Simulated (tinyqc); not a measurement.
CCSD on RHF in the sto-6g basis, frozen core, for H2F+, spin multiplicity 1, step by step. One step of it, computed by the program tinyqc.

Question. Orthogonalisation. S = U s U^T; symmetric (Loewdin) form X = U s^(-1/2) U^T, so that X^T S X = 1.

overlap S, order 1F 1s, 1F 2s, 1F 2px, 1F 2py, 1F 2pz, 2H 1s, 3H 1s:
$$\begin{pmatrix}
1.000000 & 0.232479 & 0.000000 & 0.000000 & 0.000000 & 0.047315 & 0.039908 \\
0.232479 & 1.000000 & 0.000000 & 0.000000 & 0.000000 & 0.432195 & 0.385685 \\
0.000000 & 0.000000 & 1.000000 & 0.000000 & 0.000000 & 0.000000 & 0.000000 \\
0.000000 & 0.000000 & 0.000000 & 1.000000 & 0.000000 & 0.296222 & -0.272867 \\
0.000000 & 0.000000 & 0.000000 & 0.000000 & 1.000000 & 0.162387 & 0.149391 \\
0.047315 & 0.432195 & 0.000000 & 0.296222 & 0.162387 & 1.000000 & 0.184081 \\
0.039908 & 0.385685 & 0.000000 & -0.272867 & 0.149391 & 0.184081 & 1.000000
\end{pmatrix}$$

Give: eigenvalues of S; X.

Answer.

eigenvalues of S: [0.4271, 0.5046, 0.9123, 1.0000, 1.0695, 1.3195, 1.7669]

X, order 1F 1s, 1F 2s, 1F 2px, 1F 2py, 1F 2pz, 2H 1s, 3H 1s:
$$\begin{pmatrix}
1.0227 & -0.1345 & 0.0000 & -0.0010 & -0.0053 & 0.0185 & 0.0165 \\
-0.1345 & 1.1732 & 0.0000 & 0.0143 & 0.0567 & -0.2561 & -0.2126 \\
0.0000 & 0.0000 & 1.0000 & 0.0000 & 0.0000 & 0.0000 & 0.0000 \\
-0.0010 & 0.0143 & 0.0000 & 1.0847 & 0.0047 & -0.2011 & 0.1797 \\
-0.0053 & 0.0567 & 0.0000 & 0.0047 & 1.0212 & -0.0944 & -0.0812 \\
0.0185 & -0.2561 & 0.0000 & -0.2011 & -0.0944 & 1.1533 & -0.0720 \\
0.0165 & -0.2126 & 0.0000 & 0.1797 & -0.0812 & -0.0720 & 1.1196
\end{pmatrix}$$
